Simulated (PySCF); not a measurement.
C5H11N.
Bonds: C1–N2, N2–C3, C3–C4, C4–C5, C5–C6, N2–C6. Hydrogens: H7, H8, H9 on C1; H10, H11 on C3; H12, H13 on C4; H14, H15 on C5; H16, H17 on C6.

The same species was optimised twice, with GFN2-xTB and with PBE0-D3(BJ)/def2-SVP (PySCF), and the same property calculations (PySCF, gas phase) were run on both structures.

```
  coordinate  GFN2-xTB  PBE0-D3(BJ)/def2-SVP  change
   C1–N2 (Å)     1.440                 1.433  -0.007
   N2–C3 (Å)     1.452                 1.446  -0.006
   C4–C5 (Å)     1.540                 1.545  +0.005
   N2–C6 (Å)     1.450                 1.445  -0.005
   C3–C4 (Å)     1.533                 1.530  -0.003
   C5–C6 (Å)     1.529                 1.530  +0.001
C1–N2–C3 (°)     113.9                 115.3    +1.4
C1–N2–C6 (°)     114.3                 115.4    +1.1
N2–C3–C4 (°)     104.5                 103.8    -0.7
N2–C6–C5 (°)     103.4                 103.7    +0.3
C3–N2–C6 (°)     104.8                 105.1    +0.3
C3–C4–C5 (°)     104.5                 104.2    -0.3
C4–C5–C6 (°)     104.1                 104.2    +0.1
```

Rotational constants: A = 6713, B = 3182, C = 2368 MHz (GFN2-xTB) against A = 6683, B = 3170, C = 2359 MHz (PBE0-D3(BJ)/def2-SVP). Atoms that the bonding makes alike are paired by their places after alignment.

On the GFN2-xTB structure: HOMO (eV) -6.09 [PBE0/pcSseg-1]; LUMO (eV) 1.41 [PBE0/pcSseg-1]; dipole (D) 0.53 [PBE0/pcSseg-1]; GIAO shielding of C1 (ppm) 143.7 [PBE0/pcSseg-1]; GIAO shielding of N2 (ppm) 206.1 [PBE0/pcSseg-1]; GIAO shielding of C3/C6 (mean) (ppm) 127.5 [PBE0/pcSseg-1]; GIAO shielding of C4/C5 (mean) (ppm) 160.0 [PBE0/pcSseg-1].

Problem. What do these properties become on the PBE0-D3(BJ)/def2-SVP structure?

Solution. 
```json
{"property": "HOMO (eV)", "level": "PBE0/pcSseg-1", "on GFN2-xTB": "-6.09", "on PBE0-D3(BJ)/def2-SVP": "-6.05", "change": "+0.04"}
{"property": "LUMO (eV)", "level": "PBE0/pcSseg-1", "on GFN2-xTB": "1.41", "on PBE0-D3(BJ)/def2-SVP": "1.39", "change": "-0.02"}
{"property": "dipole (D)", "level": "PBE0/pcSseg-1", "on GFN2-xTB": "0.53", "on PBE0-D3(BJ)/def2-SVP": "0.43", "change": "-0.10"}
{"property": "energy, GFN2-xTB geometry as zero (kcal/mol)", "level": "PBE0/pcSseg-1", "on GFN2-xTB": "0.0", "on PBE0-D3(BJ)/def2-SVP": "-0.2", "change": "-0.2"}
{"property": "GIAO shielding of C1 (ppm)", "level": "PBE0/pcSseg-1", "on GFN2-xTB": "143.7", "on PBE0-D3(BJ)/def2-SVP": "143.4", "change": "-0.3"}
{"property": "GIAO shielding of N2 (ppm)", "level": "PBE0/pcSseg-1", "on GFN2-xTB": "206.1", "on PBE0-D3(BJ)/def2-SVP": "207.3", "change": "+1.2"}
{"property": "GIAO shielding of C3/C6 (mean) (ppm)", "level": "PBE0/pcSseg-1", "on GFN2-xTB": "127.5", "on PBE0-D3(BJ)/def2-SVP": "127.3", "change": "-0.2"}
{"property": "GIAO shielding of C4/C5 (mean) (ppm)", "level": "PBE0/pcSseg-1", "on GFN2-xTB": "160.0", "on PBE0-D3(BJ)/def2-SVP": "158.7", "change": "-1.3"}
```

The heavy atoms differ by 0.032 Å rms after alignment. Among bonds between heavy atoms C1–N2 and N2–C3 change most and about equally (-0.007 to -0.006 Å). Changes are differences of the printed values. Neither structure is proved a minimum here.
